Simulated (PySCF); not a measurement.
## Al: ionisation energy

Al [Ne] 3s2 3p1 (2P) → Al⁺ [Ne] 3s2 (1S), as a difference of total energies. Computed with PySCF 2.14 in def2-TZVPPD, with the non-relativistic Hamiltonian (point nucleus). Correlated levels: valence: [Ne] frozen; valence and next inner shell: 1s2 frozen. The calculations carry no spin-orbit coupling.

| method | ionisation energy (eV) | plus first-order spin-orbit estimate | error of that sum (eV) |
| --- | --- | --- | --- |
| UHF | 5.595 | 5.603 | -0.383 |
| LDA | 6.022 | 6.030 | +0.044 |
| PBE | 6.064 | 6.072 | +0.086 |
| PBE0 | 6.083 | 6.091 | +0.105 |
| r2SCAN | 6.162 | 6.170 | +0.184 |
| BLYP | 5.861 | 5.869 | -0.117 |
| wB97X | 5.931 | 5.939 | -0.047 |
| B3LYP | 6.014 | 6.022 | +0.036 |
| revPBE | 6.072 | 6.080 | +0.094 |
| MP2 (valence) | 5.812 | 5.819 | -0.167 |
| SCS-MP2 (valence) | 5.796 | 5.804 | -0.182 |
| MP2 (valence and next inner shell) | 5.788 | 5.796 | -0.190 |
| SCS-MP2 (valence and next inner shell) | 5.776 | 5.784 | -0.202 |

Reference: 5.986 eV (measured; NIST Atomic Spectra Database, ionization energies).

A first-order spin-orbit estimate (lowest level to lowest level, LS coupling) adds 0.008 eV.

Errors of the correlated levels include the incompleteness of this basis and the frozen core.
